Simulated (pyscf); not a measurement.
**Hydrogen abstraction: H₂N–SiH₂–Cl + NH₂• → H₂N–SiH•–Cl + NH₃**

Gas phase, doublet surface, charge 0. Bonds broken: Si2–H6. Bonds formed: H6–N8. Optimised with ωB97X-D3(BJ)/def2-SVP in PySCF.

Transition state (Å):

```xyz
10

N     -0.4396     0.2214    -1.7280
Si    -0.5232    -0.8138    -0.3661
Cl     1.1112    -2.1022    -0.1370
H     -0.6532    -0.1167    -2.6608
H      0.2063     1.0034    -1.7510
H     -0.5105     0.0299     0.9959
H     -1.7121    -1.6931    -0.5149
N     -0.3136     0.2200     2.4294
H     -1.0589    -0.4241     2.7379
H      0.5286    -0.3735     2.4863
```

One imaginary mode, 1082i cm⁻¹; descent along it reached the two sides named, in the forms told below.

```json
[
 {"bond": "Si2–H6", "change": "breaks", "reactant side (Å)": "1.483", "saddle": "1.602", "product side": "3.1"},
 {"bond": "H6–N8", "change": "forms", "reactant side (Å)": "3.2", "saddle": "1.459", "product side": "1.020"}
]
```

Electronic energies relative to the separated reactants (eV):

| level | barrier | reaction energy | reverse barrier |
|---|---|---|---|
| ωB97X-D3(BJ)/def2-TZVP | 0.18 | -0.69 | 0.87 |
| PBE/def2-TZVP | -0.15 | -0.95 | 0.80 |
| r²SCAN/def2-TZVP | 0.04 | -0.76 | 0.80 |
| B3LYP-D3(BJ)/def2-TZVP | 0.07 | -0.74 | 0.81 |
| PBE0-D3(BJ)/def2-TZVP | 0.04 | -0.81 | 0.84 |
| M06-2X/def2-TZVP | 0.20 | -0.83 | 1.03 |
| ωB97M-D3(BJ)/def2-TZVP | 0.21 | -0.70 | 0.91 |
| HF/def2-TZVP | 0.96 | -0.16 | 1.12 |

With ωB97M-D3(BJ)/def2-TZVP energies and thermal terms (ideal gas, 1 atm, RRHO with modes under 100 cm⁻¹ raised to 100, one conformer, R ln 2 for chiral ones without a mode under 150 cm⁻¹), in eV:

```json
[
 {"T (K)": "298", "ΔH‡": "0.20", "ΔG‡": "0.60", "ΔH": "-0.55", "ΔG": "-0.58"},
 {"T (K)": "600", "ΔH‡": "0.22", "ΔG‡": "1.00", "ΔH": "-0.56", "ΔG": "-0.61"},
 {"T (K)": "900", "ΔH‡": "0.25", "ΔG‡": "1.38", "ΔH": "-0.58", "ΔG": "-0.62"},
 {"T (K)": "1200", "ΔH‡": "0.28", "ΔG‡": "1.75", "ΔH": "-0.59", "ΔG": "-0.64"}
]
```

On the reactant side the descent ends in a complex (not fully relaxed), 0.24 eV under the separated species and 0.43 eV under the saddle at ωB97X-D3(BJ)/def2-TZVP. At PBE the saddle lies under the separated reactants, which points to a path from their complex (located at ωB97X-D3(BJ) alone). One saddle was located; it need not be the lowest between these sides. The angle at the transferred H is 155°.
